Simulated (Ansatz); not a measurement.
**BH2(nPr) (C₃H₉B): geometry, orbitals and charge**

Aim: characterise BH2(nPr) (C₃H₉B) as a singlet: its structure, frontier levels and distribution of charge.

Program: Ansatz 0.2.0, Gaussian basis. Level of theory: RKS PBE0-D4/def2-TZVP. These are calculated values, not measurements.

Plan: relaxation at PBE-D4/def2-SVP; a search for the lowest solution at PBE0-D4/def2-SVP; a single point at PBE0-D4/def2-TZVP.

### 1 The starting structure

13 atoms, charge 0, spin multiplicity 1.

Atoms are counted from 1 here; the program's logs count them from 0.

Bond lengths: B1–H2 1.169 Å, B1–H3 1.170 Å, B1–C4 1.573 Å, C4–C5 1.543 Å, C4–H7 1.092 Å, C4–H8 1.092 Å, C5–C6 1.524 Å, C5–H9 1.092 Å, C5–H10 1.092 Å, C6–H11 1.088 Å, C6–H12 1.088 Å, C6–H13 1.088 Å. Angles: H2–B1–H3 119.3°, H2–B1–C4 120.7°, H3–B1–C4 119.9°, B1–C4–C5 108.8°, B1–C4–H7 112.4°, B1–C4–H8 113.2°, C5–C4–H7 107.3°, C5–C4–H8 107.6°, H7–C4–H8 107.3°, C4–C5–C6 111.6°, C4–C5–H9 109.3°, C4–C5–H10 109.4°, C6–C5–H9 109.4°, C6–C5–H10 109.4°, H9–C5–H10 107.6°, C5–C6–H11 110.6°, C5–C6–H12 110.5°, C5–C6–H13 110.6° and more.

The start is a GFN2-xTB geometry.

### 2 Optimising with PBE-D4/def2-SVP

Input file in.yaml:

```yaml
crystal:
  periodic: [false, false, false]
  atoms:
    - {symbol: B, position_ang: [1.011300, 1.699510, 0.749120]}
    - {symbol: H, position_ang: [2.180360, 1.719550, 0.769470]}
    - {symbol: H, position_ang: [0.423490, 2.703820, 0.628570]}
    - {symbol: C, position_ang: [0.230800, 0.335030, 0.807540]}
    - {symbol: C, position_ang: [-0.088580, -0.116350, -0.633180]}
    - {symbol: C, position_ang: [-0.856180, -1.432750, -0.652090]}
    - {symbol: H, position_ang: [-0.719850, 0.420720, 1.338360]}
    - {symbol: H, position_ang: [0.798880, -0.464960, 1.286040]}
    - {symbol: H, position_ang: [0.843630, -0.231940, -1.190400]}
    - {symbol: H, position_ang: [-0.678340, 0.655540, -1.132090]}
    - {symbol: H, position_ang: [-1.802160, -1.331660, -0.124220]}
    - {symbol: H, position_ang: [-1.064890, -1.737030, -1.675850]}
    - {symbol: H, position_ang: [-0.278470, -2.219480, -0.171280]}
basis:
  gaussian: {orbitals: def2-SVP}
hamiltonian: {xc: pbe, dispersion: d4}
scf: {omitted_lower_state_checks: [starts]}
output: {orbitals: {seedname: orbitals}}
relax: {f_tol: 0.02, max_steps: 100}
```

Run with:

```
> ansatz run in.yaml --threads 4 --pin off --events-out ev --progress --plain --max-ram 3916MiB
```

Further steps of the session: Searching for the lowest solution, PBE0-D4/def2-SVP; Single point, PBE0-D4/def2-TZVP.

Before running them: what should the planned runs give, taken together? Wanted: point group; commonest bond, hydrogen aside; HOMO, LUMO at PBE0-D4/def2-TZVP; dipole at PBE-D4/def2-SVP.

**Answer**, as computed:

| quantity | value |
| --- | --- |
| point group | C1 |
| commonest bond, hydrogen aside | C–C, 2 of mean length 1.545 Å |
| HOMO, LUMO at PBE0-D4/def2-TZVP | -8.71, -1.30 eV |
| dipole at PBE-D4/def2-SVP | 0.96 D |

The molecule keeps its bonding pattern by the stored test; the atoms moved 0.04 Å (rms). No usable vibrations, so a minimum isn't proven. The point group is read from a loosely relaxed geometry; soft torsions can leave it below the true symmetry.
